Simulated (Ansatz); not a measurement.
**Exact exchange and the HOMO–LUMO gap of CH2S (methanethial)**

CH2S: 4 atoms, total charge 0, spin state singlet. SMILES: `C=S`. The coordinates come from a PBE0-D4/def2-TZVP relaxation.

The HOMO–LUMO gap y, in eV, basis def2-TZVPP; a is the functional's share of exact exchange. Programs: Ansatz 0.2.0.

| functional | program | a | y (eV) |
| --- | --- | --- | --- |
| BLYP | Ansatz | 0 | 1.94 |
| r2SCAN | Ansatz | 0 | 2.27 |
| B3LYP | Ansatz | 0.2 | ? |
| PBE0 | Ansatz | 0.25 | 4.16 |
| r2SCAN0 | Ansatz | 0.25 | 4.36 |
| BHLYP | Ansatz | 0.5 | 6.39 |

Q: Fit y = c + s·a to the known rows and predict B3LYP.

A: 
1. Means of the 5 rows: a = 0.2000, y = 3.824.
2. Σ(Δa)² = 0.175, Σ(Δa·Δy) = 1.501, so the slope is 1.501/0.175 = 8.5771.
3. Intercept: 3.824 − (8.5771) × 0.2000 = 2.109. The largest residual of the fit is 0.17.
4. B3LYP: 2.109 + (8.5771) × 0.2 = 3.82 eV.

The run gave 3.72 eV, so the prediction is off by +0.10 eV, within the largest residual. Exact exchange lowers occupied levels and raises empty ones. The rows mix families of semi-local functionals, which the line can't see.
